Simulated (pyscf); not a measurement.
`[OH2]` + `[OH][B]([OH])[SiH3]` -> `[OH][B]([OH])[OH]` + `[SiH4]`, a four-centre exchange (singlet surface; H–O, B–Si broken, B–O, H–Si formed). Structures and frequencies: ωB97X-D3(BJ)/def2-SVP in PySCF. Energies in kJ/mol from the separated reactants.

Small-basis levels: PySCF, no dispersion term, spherical d functions. AM1 to PM7: differences of heats of formation from MOPAC, which are fitted to 298 K values and so differ in kind from electronic energies by zero-point and thermal terms. GFN2-xTB: tblite. Cost: rough CPU time at the saddle relative to B3LYP/6-31G*, from one job on a shared machine.

```
level                   barrier  reaction energy        cost
----------------------  -------  ---------------  ----------
SVWN5/6-31G*               -2.0           -186.7           1
BP86/6-31G*                69.8           -177.2           2
B3LYP/3-21G                 ___           -221.7         0.7
B3LYP/LANL2DZ             110.9           -175.5         0.8
B3LYP/6-31G*               99.2           -190.1           1
M06-2X/6-31G*              82.4           -195.1           3
B3LYP/6-311+G**           127.4           -161.2           2
B3LYP/def2-SVP              ___           -190.1           1
GFN2-xTB                  173.4           -188.0  under 0.02
AM1                       187.1           -157.3  under 0.02
PM3                       170.4            -66.2  under 0.02
PM6                        95.1           -230.8  under 0.02
ωB97M-D3(BJ)/def2-TZVP      ___           -169.0           –
```

**Question.** Fill in the missing entries.

**Answer.** 
- B3LYP/3-21G, barrier: 22.7
- B3LYP/def2-SVP, barrier: 86.0
- ωB97M-D3(BJ)/def2-TZVP, barrier: 104.1

Against the last row the barrier runs from -106.1 (SVWN5/6-31G*) to +83.0 kJ/mol (AM1). At SVWN5/6-31G* this geometry lies under one side, so the entry may be no barrier of that level: it is a single point on another level's saddle. ωB97M-D3(BJ)/def2-TZVP has limits of its own. On the reactant side the descent ends in a bound adduct, 35.0 kJ/mol under the separated species and 145.9 kJ/mol under the saddle at ωB97X-D3(BJ)/def2-TZVP. HO–B(OH)–SiH₃ lies 126.0 kJ/mol over its isomer HO–BH–O–SiH₃ (electronic energy, ωB97M-D3(BJ)/def2-TZVP). This is the saddle that the search found; another between the same sides may lie lower.
